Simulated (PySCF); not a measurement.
C5H6F (doublet state).
SMILES with atom numbers: `[CH:1]#[C:2][CH2:3][C:4]([CH3:5])[F:6]` (hydrogens: H7 on C1; H8, H9 on C3; H10, H11, H12 on C5)

Structure used (GFN2-xTB), in Å, numbered top down from 1:
```xyz
12
C5H6F angstrom
C      2.3832   -0.4893   -0.4064
C      1.4463    0.2555   -0.4226
C      0.2553    1.0958   -0.3725
C     -0.7771    0.4695    0.4983
C     -1.4290   -0.8258    0.2128
F     -0.7045    0.8053    1.8146
H      3.2254   -1.1148   -0.4129
H     -0.1353    1.2164   -1.3876
H      0.5272    2.0764    0.0269
H     -1.7043   -0.8783   -0.8380
H     -0.7665   -1.6730    0.4314
H     -2.3195   -0.9384    0.8300
```

The hyperfine couplings belong to this conformer and change with its torsions.

Method used: UKS B3LYP, pcH-1 on C F H, non-relativistic, mean-field spin-orbit, GIAO in PySCF 2.14.0. Geometry: GFN2-xTB, one conformer, isolated molecule. The geometry wasn't refined by DFT: couplings that depend on bond lengths, twists or pyramidal angles can differ widely from those at the functional's own minimum. Stability of the SCF solution: not tested.

**Question.** Match the computed a_iso(13C) values +180.7, +88.6, -20.1, -11.8, +10.3 MHz with the sites C1; C2; C3; C4; C5.

**Answer.** 
```json
{"site": "C1", "a_iso (MHz)": "+10.3", "ρ(0) (bohr⁻³)": "+0.0092", "position": "3 bonds from C4", "distance from C4 (Å)": "3.42", "spin population": "+0.03", "largest |T| (MHz)": "4.6"}
{"site": "C2", "a_iso (MHz)": "+88.6", "ρ(0) (bohr⁻³)": "+0.0788", "position": "2 bonds from C4", "distance from C4 (Å)": "2.42", "spin population": "+0.02", "largest |T| (MHz)": "7.5"}
{"site": "C3", "a_iso (MHz)": "-11.8", "ρ(0) (bohr⁻³)": "-0.0105", "position": "1 bond from C4", "distance from C4 (Å)": "1.49", "spin population": "-0.05", "largest |T| (MHz)": "3.1"}
{"site": "C4", "a_iso (MHz)": "+180.7", "ρ(0) (bohr⁻³)": "+0.1607", "position": "largest spin population", "distance from C4 (Å)": "0.00", "spin population": "+0.90", "largest |T| (MHz)": "168.5"}
{"site": "C5", "a_iso (MHz)": "-20.1", "ρ(0) (bohr⁻³)": "-0.0178", "position": "1 bond from C4", "distance from C4 (Å)": "1.48", "spin population": "-0.07", "largest |T| (MHz)": "3.7"}
```

**Question.** Match the computed a_iso(1H) values +65.1, +27.1, -1.1 MHz (means over equivalent nuclei) with the sites H7; H8/H9; H10/H11/H12.

**Answer.** 
```csv
site,a_iso (MHz),ρ(0) (bohr⁻³),position,distance from C4 (Å),bound to,spin population there,largest |T| (MHz)
H7,-1.1,-0.0002,4 bonds from C4,4.40,C1,+0.03,2.6
H8/H9,+27.1,+0.0061,"β, 2 bonds from C4",2.13,C3,-0.05,10.4
H10/H11/H12,+65.1,+0.0146,"β, 2 bonds from C4",2.12,C5,-0.07,9.4
```

ρ(0) is the spin density at the nucleus and T the dipolar tensor; entries for several nuclei are means. The Mulliken spin populations are largest on C4 (+0.90), H11 (+0.08), C5 (-0.07) and F6 (+0.06). C4 is the only atom above +0.15. The angles at C4 add up to 354.6°, so it is nearly planar.

Examples of negative spin density at the nucleus (bohr⁻³): C5 (-0.0178) and C3 (-0.0105).

Means are taken over nuclei equivalent by connectivity, which assumes that they swap fast. The three 1H nuclei of mean +65.1 MHz run from 19.6 to 136.5 MHz in the frozen geometry. The 1H value of +27.1 MHz is a mean of couplings from 17.5 to 36.7 MHz in this one geometry, not an average over conformers.
